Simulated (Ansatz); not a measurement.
**BH₆NSi: a ladder of functionals and wavefunction methods**

One table from this session's results is given with a row withheld; the runs are named, their logs left out.

Program: Ansatz 0.2.0, Gaussian basis. Level of theory: functionals in def2-TZVPP, the program's frozen cores in correlated methods. These are calculated values, not measurements.

Levels to be run: LDA (SPW92), PBE-D4, revPBE-D4, BLYP-D4, r2SCAN-D4, B97M-V, PBE0-D4, B3LYP-D4, r2SCANh-D4, r2SCAN0-D4, HSE06-D4, BHLYP-D4, CAM-B3LYP-D4, LC-ωPBE, ωB97X-V, ωB97M-V, B2PLYP, PBE-QIDH; CCSD(T)/def2-SVP; CCSD(T)/def2-TZVPP; MP2/def2-QZVPP; extrapolation to the limit; RPA on PBE.

1 further run of the same task is left out (it didn't finish).

### Structure used throughout

An earlier PBE0-D4 in a triple-zeta def2 set relaxation fixed the geometry.

SMILES `B[SiH2]N`, 9 atoms, charge 0, spin multiplicity 1.

Atoms are counted from 1 here; the program's logs count them from 0.

Bond lengths: B1–Si2 2.002 Å, B1–H4 1.197 Å, B1–H5 1.197 Å, Si2–N3 1.724 Å, Si2–H6 1.506 Å, Si2–H7 1.490 Å, N3–H8 1.007 Å, N3–H9 1.007 Å. Angles: Si2–B1–H4 122.8°, Si2–B1–H5 120.1°, H4–B1–H5 117.0°, B1–Si2–N3 111.8°, B1–Si2–H6 104.1°, B1–Si2–H7 112.7°, N3–Si2–H6 115.5°, N3–Si2–H7 107.5°, H6–Si2–H7 105.2°, Si2–N3–H8 120.4°, Si2–N3–H9 119.2°, H8–N3–H9 110.8°.

Coordinates:

| atom | x (Å) | y (Å) | z (Å) |
| --- | --- | --- | --- |
| B1 | -1.0273 | 0.7353 | -1.0348 |
| Si2 | 0.5964 | 0.2061 | 0.0100 |
| N3 | 0.3331 | -1.2388 | 0.9136 |
| H4 | -2.1233 | 0.3236 | -0.7839 |
| H5 | -0.9386 | 1.5402 | -1.9161 |
| H6 | 0.9233 | 1.4295 | 0.8253 |
| H7 | 1.7887 | -0.0176 | -0.8555 |
| H8 | 1.0843 | -1.6541 | 1.4410 |
| H9 | -0.5482 | -1.3704 | 1.3832 |

Set-up of the first run:

File in.yaml:

```yaml
crystal:
  periodic: [false, false, false]
  atoms:
    - {symbol: B, position_ang: [-1.027291, 0.735327, -1.034808]}
    - {symbol: Si, position_ang: [0.596442, 0.206103, 0.010026]}
    - {symbol: N, position_ang: [0.333141, -1.238843, 0.913609]}
    - {symbol: H, position_ang: [-2.123299, 0.323577, -0.783871]}
    - {symbol: H, position_ang: [-0.938577, 1.540222, -1.916108]}
    - {symbol: H, position_ang: [0.923284, 1.429465, 0.825298]}
    - {symbol: H, position_ang: [1.788681, -0.017606, -0.855492]}
    - {symbol: H, position_ang: [1.084251, -1.654114, 1.441044]}
    - {symbol: H, position_ang: [-0.548231, -1.370432, 1.383201]}
basis:
  gaussian: {orbitals: def2-TZVPP}
hamiltonian: {xc: lda}
output: {orbitals: {seedname: orbitals}}
```

The run is started by

```
ansatz run in.yaml --threads 2 --pin off --events-out ev --progress --plain --max-ram 4352MiB
```

Among the steps run: LDA; PBE-D4 (GGA); revPBE-D4 (GGA); BLYP-D4 (GGA); r2SCAN-D4 (meta-GGA); B97M-V (meta-GGA); PBE0-D4 (hybrid); B3LYP-D4 (hybrid); r2SCANh-D4 (hybrid); r2SCAN0-D4 (hybrid); HSE06-D4 (hybrid); BHLYP-D4 (hybrid); CAM-B3LYP-D4 (range-separated); LC-ωPBE (range-separated); ωB97X-V (range-separated); ωB97M-V (range-separated); B2PLYP (double hybrid); PBE-QIDH (double hybrid).

One of the session's tables, all rows but one given; the rest of the session is left out.

It belongs to the step «Orbital energies across the functionals». 

```
  functional  HOMO (eV)  LUMO (eV)  gap (eV)
 LDA (SPW92)      -6.00      -3.54      2.46
      PBE-D4      -5.89      -3.27      2.62
   revPBE-D4      -5.84      -3.16      2.69
     BLYP-D4      -5.78      -3.10      2.68
   r2SCAN-D4      -6.18      -2.91      3.27
      B97M-V      -6.31      -3.08      3.23
     PBE0-D4      -7.26      -2.25      5.01
    B3LYP-D4      -7.04      -2.46      4.58
  r2SCANh-D4      -6.69      -2.56      4.13
  r2SCAN0-D4      -7.46      -2.05      5.41
    HSE06-D4      -6.86      -2.64      4.22
    BHLYP-D4      -8.56      -1.17      7.39
CAM-B3LYP-D4      -8.67      -1.12      7.56
     LC-ωPBE     -10.05       0.09     10.14
     ωB97X-V      -9.69      -0.02      9.67
     ωB97M-V          ?          ?         ?
```

**Question.** Estimate the row for ωB97M-V.

As computed: HOMO (eV): -9.58; LUMO (eV): -0.29; gap (eV): 9.29. In the column «HOMO (eV)» it lies between ωB97X-V (-9.69) and CAM-B3LYP-D4 (-8.67).
